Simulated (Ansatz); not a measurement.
Mulliken charges of C$_{3}$H$_{3}$F$_{3}$, SMILES `FCC=C(F)F` from r2SCAN/def2-TZVPP in Ansatz (PBE0-D4/def2-TZVP geometry).

| atom | x (Å) | y (Å) | z (Å) | charge (e) |
| --- | --- | --- | --- | --- |
| F1 | -1.029 | -1.196 | -0.990 | -0.233 |
| C2 | -0.829 | -0.794 | 0.307 | 0.205 |
| C3 | 0.205 | 0.269 | 0.430 | -0.209 |
| C4 | 0.871 | 0.859 | -0.543 | 0.369 |
| F5 | 0.762 | 0.632 | -1.826 | -0.148 |
| F6 | 1.774 | 1.795 | -0.333 | -0.169 |
| H7 | -0.533 | -1.674 | 0.891 | 0.045 |
| H8 | -1.788 | -0.437 | 0.701 | 0.044 |
| H9 | 0.442 | 0.602 | 1.433 | 0.096 |

Problem. By hand: the dipole of these point charges (1 e Å = 4.8032 D).

Solution. Σ q r = (-0.124, -0.057, 0.538) e Å, of length 0.555 e Å = 2.67 D.

Problem. How does the dipole of the full density compare? (Best estimate.)

Solution. The calculation gave: (-0.087, -0.026, 0.470) e Å, 2.30 D; the point charges give 1.16 times that, at 4° from its direction.

Point charges leave out the atoms' own dipoles, such as those of lone pairs, and Mulliken's split depends on the basis, so the two needn't agree.
